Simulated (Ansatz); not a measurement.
in.yaml

```yaml
crystal:
  periodic: [false, false, false]
  atoms:
    - {symbol: W, position_ang: [0.000000, 0.000000, 1.458467]}
    - {symbol: N, position_ang: [0.000000, 0.000000, -0.225333]}
    - {symbol: H, position_ang: [0.000000, 0.000000, -1.233133]}
basis:
  gaussian: {orbitals: def2-SVP}
magnetization: {spin_polarized: true, initial_magnetization: 2}
correlation: {method: ccsdt_q, electrons: outside_noble_gas}
```

```sh
$ ansatz run in.yaml --threads 1 --pin off --events-out ev --progress --plain --max-ram 2393MiB
```

Log:

```
930 factors; integrals over basis functions are off by at most 1.7e-7 eV
mean field evaluation 1: about -3296.5906 eV, gradient 2.8e1 eV
mean field evaluation 2: about -3296.5966 eV, gradient 2.8e1 eV
mean field evaluation 4: about -3300.0448 eV, gradient 3.2e0 eV
mean field evaluation 8: about -3300.6100 eV, gradient 9.2e-1 eV
mean field evaluation 16: about -3300.6513 eV, gradient 1.8e-6 eV
mean field evaluation 32: about -3246.4311 eV, gradient 4.7e2 eV
mean field evaluation 64: about -3300.6513 eV, gradient 1.7e-4 eV
mean field evaluation 96: about -3253.6438 eV, gradient 8.1e1 eV
mean field evaluation 128: about -3300.6513 eV, gradient 4.4e-3 eV
mean field evaluation 160: about -3300.5824 eV, gradient 9.7e-1 eV
...
cycle  21  -8.83735292 eV  change    1.2e-5 eV  update   1.4e-5
cycle  22  -8.83736050 eV  change   -7.6e-6 eV  update   9.4e-6
cycle  23  -8.83736724 eV  change   -6.7e-6 eV  update   7.0e-6
cycle  24  -8.83736585 eV  change    1.4e-6 eV  update   5.5e-6
cycle  25  -8.83736642 eV  change   -5.7e-7 eV  update   4.1e-6
cycle  26  -8.83736725 eV  change   -8.3e-7 eV  update   3.1e-6
cycle  27  -8.83737025 eV  change   -3.0e-6 eV  update   2.3e-6
cycle  28  -8.83737587 eV  change   -5.6e-6 eV  update   1.6e-6
cycle  29  -8.83737772 eV  change   -1.9e-6 eV  update   1.1e-6
cycle  30  -8.83737851 eV  change   -7.9e-7 eV  update   6.8e-7
perturbative correction -0.04516008 eV, -0.0016596025 hartree
Total energy: -3309.53387077 eV, -121.6231264682 hartree
```

Ran on 1 thread of Arm Neoverse V2, shared host: 77 s wall, 0.82 GiB peak host memory.
